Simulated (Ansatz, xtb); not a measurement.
## C4H6+: which of two isomers lies lower

We compare a, the doublet with the links of `[CH2]/C=C\[CH2+]`, with b, the doublet with the links of `[CH2]/C=C/[CH2+]`. Both are isolated ions in the gas phase, relaxed with B3LYP-D3(BJ)/6-311G**; the shapes shown needn't be the lowest conformers.

a (Å):

```xyz
10

C    -1.3196   -0.9169    0.2202
C    -1.0838    0.4118   -0.0863
C     0.1789    1.0509   -0.0335
C     1.3665    0.4433    0.3342
H    -0.5361   -1.5969    0.5345
H    -2.3225   -1.3232    0.1517
H    -1.9290    1.0198   -0.3930
H     0.2088    2.1015   -0.3044
H     2.2897    1.0118    0.3462
H     1.4304   -0.6004    0.6201
```

b (Å):

```xyz
10

C    -1.6492   -0.8954   -0.2706
C    -0.8601    0.1086    0.2668
C     0.5192    0.1853    0.0019
C     1.3083    1.1896    0.5387
H    -1.2247   -1.6581   -0.9158
H    -2.7117   -0.9464   -0.0610
H    -1.3160    0.8565    0.9090
H     0.9751   -0.5628   -0.6400
H     0.8839    1.9525    1.1838
H     2.3707    1.2405    0.3289
```

Quicker runs give these differences E(b) − E(a): GFN2-xTB −0.152 eV; HF/STO-3G +0.081 eV (at GFN2-xTB geometries); r2SCAN-D4/def2-SVP −0.021 eV (at GFN2-xTB geometries).

Q: Estimate which is lower in electronic energy at CCSD(T)/def2-SVP, and by roughly how much.

A: The CCSD(T)/def2-SVP calculation puts structure b lower, by 0.159 eV.

How the difference moves with the method:

```json
{"level": "GFN2-xTB", "geometry": "GFN2-xTB", "E(b) − E(a) (eV)": "−0.152", "departure from the last row (eV)": "+0.008", "job, with rough time for the two": "optimisation, 0.11 s"}
{"level": "HF/STO-3G", "geometry": "GFN2-xTB", "E(b) − E(a) (eV)": "+0.081", "departure from the last row (eV)": "+0.240", "job, with rough time for the two": "single point, 0.26 s"}
{"level": "r2SCAN-D4/def2-SVP", "geometry": "GFN2-xTB", "E(b) − E(a) (eV)": "−0.021", "departure from the last row (eV)": "+0.139", "job, with rough time for the two": "single point, 4.3 s"}
{"level": "B3LYP-D3(BJ)/6-311G**", "geometry": "B3LYP-D3(BJ)/6-311G**", "E(b) − E(a) (eV)": "−0.151", "departure from the last row (eV)": "+0.009", "job, with rough time for the two": "optimisation, 32 s"}
{"level": "HF/def2-SVP", "geometry": "B3LYP-D3(BJ)/6-311G**", "E(b) − E(a) (eV)": "−0.175", "departure from the last row (eV)": "−0.015", "job, with rough time for the two": "part of the CCSD(T) run"}
{"level": "MP2/def2-SVP", "geometry": "B3LYP-D3(BJ)/6-311G**", "E(b) − E(a) (eV)": "−0.180", "departure from the last row (eV)": "−0.021", "job, with rough time for the two": "part of the CCSD(T) run"}
{"level": "CCSD(T)/def2-SVP", "geometry": "B3LYP-D3(BJ)/6-311G**", "E(b) − E(a) (eV)": "−0.159", "departure from the last row (eV)": "", "job, with rough time for the two": "single point, 22 s"}
```

As drawn, both hold the same kinds of bond in the same numbers.

HF/STO-3G puts the two in the other order. r2SCAN-D4/def2-SVP finds them nearly level. The largest departure from CCSD(T)/def2-SVP is that of HF/STO-3G, 0.240 eV. MP2 in a larger basis moves the difference by +0.005 eV, a step that isn't added because spin contamination makes open-shell MP2 unreliable in this search.

With harmonic frequencies from B3LYP-D3(BJ)/6-311G** (ideal gas, rigid rotor, one conformer each, 298.15 K, 1 atm): the zero-point term adds −0.001 eV; ΔH is −0.161 and ΔG −0.154 eV.

Open shells are spin-unrestricted, with notable spin contamination under HF/STO-3G, HF/def2-SVP, MP2/def2-SVP, CCSD(T)/def2-SVP. The correlated steps freeze 4 core orbitals. Codes used: Ansatz 0.2.0, xtb 6.7.1; the last row on 2 threads of Arm Neoverse V1 on a shared host.
